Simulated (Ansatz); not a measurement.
Ansatz (a first-principles code) input:
A basis named .json is the Basis Set Exchange file of that set.

Ansatz 0.2 input:
```yaml
crystal:
  periodic: [false, false, false]
  atoms:
    - {symbol: S, position_ang: [-0.00339682, -0.00829351, 1.17788329]}
    - {symbol: C, position_ang: [0.00170050, 1.27084117, -0.10510870]}
    - {symbol: C, position_ang: [-0.00115788, -1.20666460, -0.05900771]}
    - {symbol: C, position_ang: [0.00485736, 0.80468746, -1.38105410]}
    - {symbol: C, position_ang: [0.00306320, -0.63891180, -1.30946501]}
    - {symbol: H, position_ang: [0.00173214, 2.28649150, 0.27241401]}
    - {symbol: H, position_ang: [-0.00306457, -2.25722682, 0.20206005]}
    - {symbol: H, position_ang: [0.00490248, -1.27628193, -2.19279362]}
basis:
  gaussian:
    orbitals: aug-cc-pV_T+d_Z.json
    fitting: {mean_field: def2-universal-jkfit, correlation: aug-cc-pVTZ-RIFIT.json}
total_charge: -1
magnetization: {spin_polarized: false}
correlation: {method: mp2, electrons: outside_noble_gas}
```

Q: What final total energy does it print?

A: -551.57634 Eh (RI-MP2/aug-cc-pV(T+d)Z). The basis has 308 functions.

It need not be the lowest isomer of its formula. Whether it binds its extra electron was not tested at this geometry.
